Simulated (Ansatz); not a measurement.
Geometry optimisation, RKS revPBE/cc-pVDZ in Ansatz.

Input:

```yaml
crystal:
  periodic: [false, false, false]
  atoms:
    - { symbol: C, position_ang: [-1.4034, -0.6769, 1.5989] }
    - { symbol: S, position_ang: [0.2706, -0.1819, 1.2869] }
    - { symbol: C, position_ang: [0.1817, 0.0225, -0.5289] }
    - { symbol: C, position_ang: [1.6543, -0.2902, -1.1152] }
    - { symbol: "N", position_ang: [-0.1397, 1.3908, -0.827] }
    - { symbol: H, position_ang: [-2.123, 0.1826, 1.2598] }
    - { symbol: H, position_ang: [-1.6724, -1.5569, 1.0673] }
    - { symbol: H, position_ang: [-1.5607, -0.7739, 2.652] }
    - { symbol: H, position_ang: [-0.5237, -0.6423, -0.9028] }
    - { symbol: H, position_ang: [2.3726, 0.352, -0.6959] }
    - { symbol: H, position_ang: [1.8542, -1.3397, -0.8884] }
    - { symbol: H, position_ang: [1.5819, -0.1683, -2.1838] }
    - { symbol: H, position_ang: [-1.0483, 1.6448, -0.3238] }
    - { symbol: H, position_ang: [0.5429, 2.0082, -0.3704] }
basis:
  gaussian: { orbitals: cc-pVDZ }
hamiltonian:
  xc: revpbe
relax:
  f_tol: 0.015
  max_steps: 40
```

Launched with:

```bash
$ ansatz run input.yaml --threads 2 --pin off --max-ram 3072MiB --backend cpu --events-out ev --progress --plain --runs-dir out
```

Where does it end, and by what steps?

The forces met the threshold. After 9 steps the energy has fallen by 0.667 eV; H7 moved furthest, 0.49 Å.

```csv
step,energy less start (eV),largest force component (eV/Å),accepted
0,0.0000,3.916,yes
1,-0.5620,1.272,yes
2,-0.6440,0.357,yes
3,-0.5754,0.624,no
4,-0.6573,0.075,yes
5,-0.6619,0.118,yes
6,-0.6646,0.147,yes
7,-0.6666,0.051,yes
8,-0.6669,0.029,yes
9,-0.6672,0.011,yes
```

```xyz
14
Properties=species:S:1:pos:R:3
C -1.456 -0.532 1.663
S 0.324 -0.630 1.244
C 0.267 -0.070 -0.578
C 1.691 -0.237 -1.126
N -0.224 1.274 -0.831
H -1.852 0.496 1.525
H -2.058 -1.249 1.067
H -1.547 -0.796 2.735
H -0.420 -0.782 -1.082
H 2.401 0.429 -0.592
H 2.045 -1.279 -1.010
H 1.706 0.036 -2.200
H -1.202 1.364 -0.526
H 0.311 1.947 -0.261
```

Time of the run: 29 s on 2 threads of Arm Neoverse V2, with other jobs on the host, peak memory 0.17 GiB.
